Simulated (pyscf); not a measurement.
Optimised with ωB97X-D3(BJ)/def2-SVP in PySCF.

Estimate by transition-state theory the rate constant of HS–GeH: (SMILES [SH][GeH]) [singlet] + H₂ (SMILES [H][H]) → H₂S (SMILES S) + GeH₂ (SMILES [GeH2]) [singlet] (singlet surface; Ge–S, H–H broken, H–S, Ge–H formed) at 298 K, with ωB97M-D3(BJ)/def2-TZVP energies (ideal gas, 1 atm, RRHO with modes under 100 cm⁻¹ raised to 100, one conformer, R ln 2 for chiral ones without a mode under 150 cm⁻¹; no tunnelling).

The electronic barrier is 23.3 kcal/mol and the thermal terms add +8.4, so ΔG‡ = 31.7 kcal/mol. With k_BT/h = 6.21e+12 s⁻¹ and RT = 0.592 kcal/mol, and a volume of 4.06e-20 cm³ per molecule at 1 atm, k = 1.5e-30 cm³ molecule⁻¹ s⁻¹. Wigner's tunnelling factor for 1228i cm⁻¹ would be 2.46, likely too low at so high a frequency. A shift of 1 kcal/mol in the barrier changes k by a factor 5.4. On the product side the descent ends in an adduct with a Ge–S contact, 18.6 kcal/mol under the separated species and 15.4 kcal/mol under the saddle at ωB97X-D3(BJ)/def2-TZVP. What is counted as broken (Ge–S) persists as a longer contact in the product adduct; parting that adduct is a step of its own. One saddle was located; it need not be the lowest between these sides. Elements up to Kr have no core potential and no relativistic terms here.
